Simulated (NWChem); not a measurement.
# Basis-set dependence for ozone (O₃)

```
O
O 1 1.2340
O 1 1.2340 2 118.53
```
Charge 0, spin multiplicity 1.

Everything below was run with NWChem. Structure: optimised with PBE0/def2-SVP, a minimum by its harmonic frequencies.

Hartree-Fock energies in Ha, correlation energies in mHa.

The correlated methods keep 3 core orbitals frozen. The Pople sets run with spherical d functions. The species is likely to have several important configurations. No row is a measurement; the coupled-cluster row has its own basis-set and correlation limits.

| basis | functions | RHF | MP2 | SCS-MP2 | CCSD | CCSD+T(CCSD) | CCSD(T) | CR-CCSD[T] | CR-CCSD(T) | RI-MP2 |
|---|---|---|---|---|---|---|---|---|---|---|
| 6-31G* | 42 | -224.25510 | -595.6 | -569.5 | -576.4 | -607.6 | -605.1 | -599.0 | -597.2 | not run |
| cc-pVDZ | 42 | -224.27662 | -617.6 | -593.3 | -598.6 | -630.9 | -628.3 | not run | not run | -617.7 |
| cc-pVTZ | 90 | -224.35209 | -762.0 | -737.8 | -734.0 | -780.3 | -777.3 | -768.0 | -765.8 | -762.0 |
| cc-pVQZ | 165 | -224.37054 | -816.6 | -795.9 | not run | not run | not run | not run | not run | -816.6 |

From cc-pVTZ to cc-pVQZ the Hartree-Fock energy moves by -18.5 mHa and the MP2 correlation energy by -54.6 mHa, which is 7 % of its value in the larger set.
